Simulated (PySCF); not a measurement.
Rock-salt MgS: correlation energy from several methods in one and the same small orbital space (PySCF; 2 atoms at the zone centre, 8 electrons in 16 orbitals, empty ones MP2 natural orbitals of a TZ basis, lattice constant set to 5.46346 Å). Its volume lies 16 % above that of the crystal's usual cell. It tests the methods against each other and lies far from the crystal's limit.

```tsv
method	E_corr (eV per atom)	share of full CI (%)	error (meV)
MP2	-1.7384	75.7	557
CCSD	-2.2475	97.9	48
CCSD(T)	-2.2815	99.4	14
CCSDT	-2.2885	99.7	7
CCSDT(Q)	-2.2937	99.9	2
CCSDTQ	-2.2952	100.0	0
full CI	-2.2955	100.0	0
```

The Hartree–Fock determinant has a weight of 0.89 in the full CI state.

MP2, (T) and (Q) use filled levels shifted down by the Madelung term, which in so small a cell is a large part of the gap, so these rows hang on it.
